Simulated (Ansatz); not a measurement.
Input file:

```yaml
crystal:
  periodic: [false, false, false]
  atoms:
    - {symbol: P, position_ang: [0.000000, -0.134725, -0.076139]}
    - {symbol: H, position_ang: [0.000000, 0.860670, -1.101695]}
    - {symbol: H, position_ang: [0.000000, 3.279395, 3.441444]}
basis:
  gaussian: {orbitals: cc-pVDZ}
total_charge: 1
magnetization: {spin_polarized: false}
correlation: {method: ccsdt_q, electrons: outside_noble_gas}
```

```sh
$ ansatz run in.yaml --threads 1 --pin off --events-out ev --progress --plain --max-ram 2393MiB
```

The program prints:

```
456 factors; integrals over basis functions are off by at most 1.2e-7 eV
mean field evaluation 1: about -9284.5264 eV, gradient 1.1e1 eV
mean field evaluation 2: about -9284.5275 eV, gradient 1.1e1 eV
mean field evaluation 4: about -9285.1887 eV, gradient 5.4e0 eV
mean field evaluation 8: about -9285.8971 eV, gradient 8.3e0 eV
mean field evaluation 16: about -9286.3766 eV, gradient 2.6e-6 eV
mean field evaluation 32: about -9286.3766 eV, gradient 3.7e-4 eV
mean field evaluation 64: about -9284.7308 eV, gradient 5.0e-1 eV
mean field -9286.37656197 eV, -341.2680441203 hartree, gradient 2.6e-6 eV, S^2 0.000000; 5 other end points of the search recorded, 0 dependent functions left out; unrestricted orbitals would lower it
mean field evaluation 96: about -9290.7540 eV, gradient 1.5e0 eV
mean field evaluation 128: about -9290.7843 eV, gradient 5.1e-1 eV
mean field evaluation 160: about -9290.7870 eV, gradient 4.8e-3 eV
determinant -9286.37656197 eV, -341.2680441203 hartree, with singles and doubles -9291.86934765 eV, -341.4699002711 hartree
determinant -9284.70366778 eV, -341.2065663926 hartree, with no singles and doubles
...
unrestricted determinant -9290.78713498 eV, -341.4301296888 hartree, S^2 1.0126
5 core orbitals not correlated: weight in the atoms' cores, before any rotation towards them, 1.000 or more for the frozen orbitals, at most 0.000 for the correlated occupied ones
reference -9286.37656197 eV, -341.2680441203 hartree; 3, 3 occupied and 20, 20 virtual orbitals, 456 factors
second order -5.33152094 eV of doubles, -0.00000000 eV of singles
...
cycle  22  -7.09809517 eV  change    1.4e-5 eV  update   1.3e-5
cycle  23  -7.09809663 eV  change   -1.5e-6 eV  update   7.9e-6
cycle  24  -7.09810192 eV  change   -5.3e-6 eV  update   4.7e-6
cycle  25  -7.09810423 eV  change   -2.3e-6 eV  update   3.2e-6
cycle  26  -7.09810111 eV  change    3.1e-6 eV  update   2.3e-6
cycle  27  -7.09809895 eV  change    2.2e-6 eV  update   9.8e-7
cycle  28  -7.09809863 eV  change    3.3e-7 eV  update   4.4e-7
cycle  29  -7.09809917 eV  change   -5.4e-7 eV  update   2.6e-7
cycle  30  -7.09809973 eV  change   -5.6e-7 eV  update   1.3e-7
cycle  31  -7.09809984 eV  change   -1.1e-7 eV  update   6.5e-8
perturbative correction -0.02446137 eV, -0.0008989386 hartree
WARN: these amplitudes may be one of several solutions (largest doubles amplitude 1.23, level shift 9.11 eV)
Total energy: -9293.49912318 eV, -341.5297934167 hartree
```

The T1 diagnostic is 0.212, too large for the energy to be relied on.

For the same geometry and basis full CI lies 19.3 meV higher. By full CI's occupations no single determinant describes the state well. The program flagged this run's energy as in doubt. RHF is unstable: UHF (⟨S²⟩ = 1.01) lies 4.41 eV below the lowest RHF solution. Higher spins weren't run at this geometry and may lie near or lower.

Ran on 1 thread of Arm Neoverse V2, shared host: 1.8 s wall, 0.14 GiB peak host memory.
